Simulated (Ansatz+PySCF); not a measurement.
Values are calculated unless marked as measured or tabulated.
This PySCF input gave a total energy of -14.84902 hartree.

```python
from pyscf import gto, scf, mp

mol = gto.M(atom="""
Li 0.000000 0.000000 -2.438740
Li 0.000000 0.000000 2.438740
""", basis='6-31g', charge=0, spin=0)
mf = scf.RHF(mol)
mf.kernel()
pt = mp.MP2(mf, frozen=None).run()
print(mf.e_tot, pt.e_corr, pt.e_tot)
```

(1) Write an input for Ansatz with the same method and basis set.

Answers

(1)

```yaml
crystal:
  periodic: [false, false, false]
  atoms:
    - { symbol: Li, position_ang: [0.0, 0.0, -2.43874] }
    - { symbol: Li, position_ang: [0.0, 0.0, 2.43874] }
basis:
  gaussian: { orbitals: "6-31G" }
hamiltonian:
  xc: hf
correlation:
  method: mp2
  frozen_orbitals: { Li: 0 }
scf:
  omitted_lower_state_checks: [stability, starts, atomic_configurations, cluster_reference, orbital_swaps, given_window_search, neighbouring_geometries, increment]
```

Ansatz (development build ahead of 0.2.0) gave -14.84902 hartree, 0.00 meV from the first. Caution: large amplitudes, a single reference is doubtful; an unrestricted determinant lies well below.
